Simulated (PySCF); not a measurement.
Dissociation curve of NH, triplet.

UHF/6-31G (PySCF); UCCSD(T) = CCSD(T) on UHF/6-31G, 1 core orbital frozen in PySCF 2.14.0.

Energies relative to the lowest point of each curve near equilibrium, in kcal/mol:

```
R / Å   UHF
-----  ----
0.93    6.1
0.97    2.0
1.00    0.5
1.10    1.7
1.30   17.4
1.57   33.0
1.70   35.6
1.87   36.9
2.30   37.5
2.52   37.4
2.82   37.4
3.13   37.4
```

Problem. What does UCCSD(T) give at the same points?

Solution. 0.93: 9.0; 0.97: 4.0; 1.00: 1.7; 1.10: 0.4; 1.30: 12.1; 1.57: 32.3; 1.70: 40.3; 1.87: 48.1; 2.30: 57.3; 2.52: 58.7; 2.82: 59.3; 3.13: 59.5 (kcal/mol).

The unrestricted determinant behind UHF, UCCSD(T) is spin-contaminated at 1.30 to 4.20 Å (<S²> up to 3.0, against 2.00 for a pure triplet).
